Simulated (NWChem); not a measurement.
Everything below was run with NWChem. System: fluoromethane (CH3F), charge 0, spin multiplicity 1, at a geometry optimised with PBE0/def2-SVP. Level: MP2/def2-TZVP, 2 core orbitals frozen.

The NWChem input:

```
start mol
memory heap 200 mb stack 800 mb global 1000 mb
geometry units angstroms nocenter noautoz
  C      0.608765    -0.110645     0.000000
  F     -0.732677     0.133165     0.000000
  H      0.887874    -0.687855     0.897208
  H      0.887874    -0.687855    -0.897208
  H      1.165754     0.841092     0.000000
  symmetry group Cs
end
basis spherical
  * library def2-tzvp
end
scf
  rhf
  nopen 0
  maxiter 100
  thresh 1e-7
  semidirect memsize 60000000 filesize 0
end
mp2
  freeze core 2
end
task mp2 energy
```

NWChem printed:

```
             Northwest Computational Chemistry Package (NWChem) 7.3.0
             --------------------------------------------------------

                                NWChem Input Module
                                -------------------

 Scaling coordinates for geometry "geometry" by  1.889725989
 (inverse scale =  0.529177249)

 Turning off AUTOSYM since
 SYMMETRY directive was detected!

                             Geometry "geometry" -> ""
                             -------------------------

 Output coordinates in angstroms (scale by  1.889725989 to convert to a.u.)

  No.       Tag          Charge          X              Y              Z
 ---- ---------------- ---------- -------------- -------------- --------------
    1 C                    6.0000     0.60876500    -0.11064500     0.00000000
    2 F                    9.0000    -0.73267700     0.13316500     0.00000000
    3 H                    1.0000     0.88787400    -0.68785500     0.89720800
    4 H                    1.0000     0.88787400    -0.68785500    -0.89720800
    5 H                    1.0000     1.16575400     0.84109200     0.00000000

 Effective nuclear repulsion energy (a.u.)      37.5329147306

            Nuclear Dipole moment (a.u.)
            ----------------------------
        X                 Y               Z
 ---------------- ---------------- ----------------
    -0.0000018897    -0.0000056692     0.0000000000

      Symmetry information
      --------------------

 Group name             Cs
 Group number              2
 Group order               2
 No. of unique centers     4

      Symmetry unique atoms

     1    2    3    5


 Summary of "ao basis" -> "" (spherical)
 ------------------------------------------------------------------------------
       Tag                 Description            Shells   Functions and Types
 ---------------- ------------------------------  ------  ---------------------
 *                         def2-tzvp                  on all atoms

 Summary of "ao basis" -> "ao basis" (spherical)
 ------------------------------------------------------------------------------
       Tag                 Description            Shells   Functions and Types
 ---------------- ------------------------------  ------  ---------------------
 C                         def2-tzvp                11       31   5s3p2d1f
 F                         def2-tzvp                11       31   5s3p2d1f
 H                         def2-tzvp                 4        6   3s1p

                                 NWChem SCF Module
                                 -----------------

  ao basis        = "ao basis"
  functions       =    80
  atoms           =     5
  closed shells   =     9
  open shells     =     0
  charge          =   0.00
  wavefunction    = RHF
  use symmetry    = T
  symmetry adapt  = T

 Summary of "ao basis" -> "ao basis" (spherical)
 ------------------------------------------------------------------------------
       Tag                 Description            Shells   Functions and Types
 ---------------- ------------------------------  ------  ---------------------
 C                         def2-tzvp                11       31   5s3p2d1f
 F                         def2-tzvp                11       31   5s3p2d1f
 H                         def2-tzvp                 4        6   3s1p

      Symmetry analysis of basis
      --------------------------

        a'         53
        a"         27

 Forming initial guess at       0.1s
[...]
  ----- ------------  ---------------      ----- ------------  ---------------
     5      4.329634  1 C  s                 65     -2.038626  3 H  s
    71     -2.038626  4 H  s                 77     -2.038642  5 H  s
    12      0.815016  1 C  px                 4     -0.294748  1 C  s
    64      0.253189  3 H  s                 70      0.253189  4 H  s
    76      0.253193  5 H  s                  3      0.239953  1 C  s

 Vector   11  Occ=0.000000D+00  E= 2.039416D-01  Symmetry=a'
              MO Center=  7.0D-01, -1.3D-01, -3.1D-17, r^2= 4.3D+00
   Bfn.  Coefficient  Atom+Function         Bfn.  Coefficient  Atom+Function
  ----- ------------  ---------------      ----- ------------  ---------------
    36      1.487618  2 F  s                 12      1.453419  1 C  px
     5     -0.698526  1 C  s                 43      0.473899  2 F  px
     4     -0.368035  1 C  s                  9      0.275929  1 C  px
    13     -0.264143  1 C  py

 Vector   12  Occ=0.000000D+00  E= 2.246637D-01  Symmetry=a"
              MO Center=  1.1D+00, -1.0D+00, -1.2D-12, r^2= 4.7D+00
   Bfn.  Coefficient  Atom+Function         Bfn.  Coefficient  Atom+Function
  ----- ------------  ---------------      ----- ------------  ---------------
    65      2.598862  3 H  s                 71     -2.598862  4 H  s
    14     -1.650970  1 C  pz                64     -0.422784  3 H  s
    70      0.422784  4 H  s                  8     -0.212845  1 C  pz
    45      0.170427  2 F  pz

 center of mass
 --------------
 x =  -0.20273673 y =   0.03684710 z =   0.00000000

 moments of inertia (a.u.)
 ------------------
          13.427549405772          10.118837759075           0.000000000000
          10.118837759075          67.262236021141           0.000000000000
           0.000000000000           0.000000000000          69.101236338155

  Mulliken analysis of the total density
  --------------------------------------

    Atom       Charge   Shell Charges
 -----------   ------   -------------------------------------------------------
    1 C    6     6.00   0.85  1.12  0.49  0.65  0.08  1.18  1.25  0.22  0.03  0.09  0.01
    2 F    9     9.31   0.77  1.20  0.59  1.01  0.35  2.24  2.27  0.86  0.00  0.01  0.00
    3 H    1     0.90   0.27  0.50  0.11  0.02
    4 H    1     0.90   0.27  0.50  0.11  0.02
    5 H    1     0.90   0.27  0.50  0.11  0.02

       Multipole analysis of the density wrt the origin
       ------------------------------------------------

     L   x y z        total         open         nuclear
     -   - - -        -----         ----         -------
     0   0 0 0     -0.000000      0.000000     18.000000

     1   1 0 0      0.756016      0.000000     -0.000002
     1   0 1 0     -0.137405      0.000000     -0.000006
     1   0 0 1      0.000000      0.000000      0.000000

     2   2 0 0     -9.266673      0.000000     35.676833
     2   1 1 0      0.090714      0.000000     -5.439424
     2   1 0 1     -0.000000      0.000000      0.000000
     2   0 2 0     -8.784060      0.000000      6.737795
     2   0 1 1     -0.000000      0.000000      0.000000
     2   0 0 2     -8.767544      0.000000      5.749286

                   NWChem MP2 Semi-direct Energy/Gradient Module
                   ---------------------------------------------

  Basis functions       =     80
  Molecular orbitals    =     80
  Frozen core           =      2
  Frozen virtuals       =      0
  Active alpha occupied =      7
  Active beta occupied  =      7
  Active alpha virtual  =     71
  Active beta virtual   =     71
  Use MO symmetry       = T
  Use skeleton AO sym   = T

  AO/Fock/Back tols     =   1.0D-09  1.0D-09  1.0D-09

 GA uses MA = F    GA memory limited = T

 Available:
  local mem=  1.15D+08
 global mem=  1.31D+08
 local disk=  0.00D+00
  mp2_memr nvloc                    71
  nvloc new                    71
   1 passes of   7:        5242880                      37896                   5482595.
   1 passes of   7: M    114684013           G      131059200           F     109441133.

 Semi-direct pass number   1 of   1  for RHF alpha+beta  at        1.4s
  vrange nnbf                  3238
  mp2_eaftype                    20  avail_ma_in_mb                   999
 EAF : mp2_eaftype filesize          20    2741298.
  mp2_eaf for mointskh                     20
Node 0 wrote     12.9 Mb in      0.0 s     Agg I/O rate:  1770.3 Mb/s
 Done moints_semi at        3.1s
  mp2_eaftype                    20  avail_ma_in_mb                   979
 EAF : mp2_eaftype filesize          20    2741298.
  mp2_eaf for kh                    20
 Done maket at        3.3s
 Done multipass loop at        3.3s

          -------------------------------------------
          SCF energy                -139.100514284832
          Correlation energy          -0.423942405982
          Singlet pairs               -0.273272643171
          Triplet pairs               -0.150669762811
          Total MP2 energy          -139.524456690814
          -------------------------------------------

          ---------------------------------------------------
                    Spin Component Scaled (SCS) MP2
          Same spin pairs                     -0.100446508540
          Same spin scaling factor             0.333333333333
          Opposite spin pairs                 -0.323495897441
          Opposite spin scaling fact.          1.200000000000
          SCS-MP2 correlation energy          -0.421677246443
          Total SCS-MP2 energy              -139.522191531276
          ---------------------------------------------------

 -----------------------
 Performance information
 -----------------------

 Timer overhead =  2.40D-07 seconds/call

               Nr. of calls         CPU time (s)                 Wall time (s)                GFlops
             ---------------    -------------------     ------------------------------   -------------------
Name         Min   Avg   Max    Min     Avg     Max     Min     Avg     Max   Mx/calls   Min     Max     Sum
mp2: moin     1     1     1    1.7     1.7     1.7      1.7     1.7     1.7     1.7      0.0     0.0     0.0
mp2: make     1     1     1   0.13    0.13    0.13     0.13    0.13    0.13    0.13      0.0     0.0     0.0
mp2: tota     1     1     1    1.9     1.9     1.9      1.9     1.9     1.9     1.9      0.0     0.0     0.0

 The average no. of pstat calls per process was 3.00D+00
 with a timing overhead of 7.20D-07s

 Task  times  cpu:        3.2s     wall:        3.2s

 Total times  cpu:        3.3s     wall:        3.3s
```
